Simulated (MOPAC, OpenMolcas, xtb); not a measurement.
# AlClO (SMILES [O]=[Al][Cl]): methods side by side

AlClO: 3 atoms, total charge 0, spin state singlet. As SMILES, `[O]=[Al][Cl]`. Geometry: a GFN2-xTB relaxation, a rough one for these elements and not checked as a minimum.

```
atom    x (Å)    y (Å)    z (Å)
   O   0.1075   1.6943   0.2460
  Al   0.0093   0.1472   0.0214
  Cl  -0.1168  -1.8415  -0.2673
```

Each level gives the dipole moment (D). The values are calculated.

| level | kind | program | value (D) | CPU time |
| --- | --- | --- | --- | --- |
| PM3 | semi-empirical | MOPAC | 0.02 | under 2 s |
| PM6 | semi-empirical | MOPAC | 3.28 | under 2 s |
| PM7 | semi-empirical | MOPAC | 4.30 | under 2 s |
| GFN0-xTB | semi-empirical | xtb | 6.78 | under 2 s |
| HF/STO-3G | Hartree–Fock | OpenMolcas | 0.40 | 1.6 s |
| HF/3-21G | Hartree–Fock | OpenMolcas | 2.71 | 2.1 s |
| HF/def2-SVP | Hartree–Fock | OpenMolcas | 4.47 | 2.6 s |
| SVWN5/STO-3G | LDA | OpenMolcas | 0.33 | 3.1 s |
| PBE/STO-3G | GGA | OpenMolcas | 0.34 | 3.4 s |
| BLYP/6-31G** (spherical functions) | GGA | OpenMolcas | 3.02 | 8.7 s |

The values span 0.02 to 6.78 D. Magnitudes only: a small dipole may point the other way at some levels. Sets without polarisation functions give poor dipoles. CPU times are rough (shared hosts, several kinds of processor): they show what a rung costs within a factor of a few.
